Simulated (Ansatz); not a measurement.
# Si₂H₅ (doublet): wave-function methods side by side at distance Si1–H5 along a hydrogen transfer = 1.853 Å, cc-pVDZ

The task here is to estimate one member of a computed series from the others.

Computed with Ansatz 0.2.0, Gaussian basis. Level: cc-pVDZ, core rule «outside noble gas», up to 10 orbitals frozen.

Plan: UHF; CCSD(T) on ROHF; CCSD(T) on UHF; BCCD(T) on ROHF; CISD; CCSDT(Q) on ROHF; CCSDT(Q) on UHF; CASSCF and MRCISD+Q, 3 electrons in 3 orbitals; CASSCF and NEVPT2, 3 electrons in 3 orbitals.

### The system

The geometry derives from fragments relaxed apart (PBE0/def2-TZVP) and kept rigid, so it is no stationary point. A hydrogen atom is moved between rigid fragments.

7 atoms, charge 0, spin multiplicity 2.

Atoms are counted from 1 here; the program's logs count them from 0.

Bond lengths: Si1–H2 1.485 Å, Si1–H3 1.485 Å, Si1–H4 1.485 Å, Si6–H7 1.532 Å. Angles: H2–Si1–H3 109.5°, H2–Si1–H4 109.5°, H3–Si1–H4 109.5°.

As a file:

```xyz
7

Si   -1.81113    0.02436    0.00000
H    -2.30600    1.42407    0.00000
H    -2.30600   -0.67549    1.21218
H    -2.30600   -0.67549   -1.21218
H     0.04187    0.02436    0.00000
Si    1.97287    0.02436    0.00000
H     2.36931   -1.45515    0.00000
```

Set-up of the first run:

in.yaml reads:

```yaml
crystal:
  periodic: [false, false, false]
  atoms:
    - {symbol: Si, position_ang: [-1.811129, 0.024363, 0.000001]}
    - {symbol: H, position_ang: [-2.306001, 1.424071, 0.000001]}
    - {symbol: H, position_ang: [-2.306000, -0.675491, 1.212183]}
    - {symbol: H, position_ang: [-2.306001, -0.675491, -1.212182]}
    - {symbol: H, position_ang: [0.041871, 0.024363, 0.000000]}
    - {symbol: Si, position_ang: [1.972871, 0.024363, -0.000001]}
    - {symbol: H, position_ang: [2.369306, -1.455151, -0.000001]}
basis:
  gaussian: {orbitals: cc-pVDZ}
magnetization: {spin_polarized: true, initial_magnetization: 1}
hamiltonian: {xc: hf}
output: {orbitals: {seedname: orbitals}}
```

Launch:

```console
$ ansatz run in.yaml --threads 1 --pin off --events-out ev --progress --plain --max-ram 4096MiB --backend cpu
```

Steps of the session up to this table: UHF; CCSD(T) on ROHF; CCSD(T) on UHF; BCCD(T) on ROHF; CISD; CCSDT(Q) on ROHF; CCSDT(Q) on UHF; CASSCF and MRCISD+Q, 3 electrons in 3 orbitals; CASSCF and NEVPT2, 3 electrons in 3 orbitals.

One table of the session follows, with a row left open; its other results are not shown here.

| method | from UCCSDT(Q) (kcal/mol) |
| --- | --- |
| ROHF | +161.28 |
| UHF | +158.56 |
| RMP2 | +38.42 |
| UMP2 | ? |
| CISD | +20.96 |
| RCCSD | +4.94 |
| UCCSD | +4.87 |
| RCCSD(T) | +1.11 |
| UCCSD(T) | +1.10 |
| BCCD(T) | +1.09 |
| RCCSDT | +0.16 |
| UCCSDT | +0.16 |
| RCCSDT(Q) | +0.01 |
| UCCSDT(Q) | 0 |
| CASSCF pair | +149.93 |
| NEVPT2 pair | +38.65 |
| MRCISD pair | +18.38 |
| MRCISD+Q pair | +1.48 |

**Question.** Estimate the row for UMP2.

**Answer.** from UCCSDT(Q) (kcal/mol): +38.70. In the column «from UCCSDT(Q) (kcal/mol)» it lies between NEVPT2 pair (+38.65) and CASSCF pair (+149.93).

Some runs used a GPU and others CPU threads alone; cost is compared among the CPU runs only.

Among the levels timed on like hardware, those that no quicker one beats, quickest first: NEVPT2 pair (3.7 s, +38.65 kcal/mol); CISD (8 s, +20.96 kcal/mol); RCCSD(T) (8.5 s, +1.11 kcal/mol); BCCD(T) (10 s, +1.09 kcal/mol).

Limits of these values: Of the multireference levels listed MRCISD+Q pair comes nearest in total energy (+1.48 kcal/mol), which doesn't show that its space is the better one. Restricted and unrestricted rows rest on different reference determinants; where their highest levels disagree by more than a few hundredths of an eV, they describe different states and don't form one ladder.
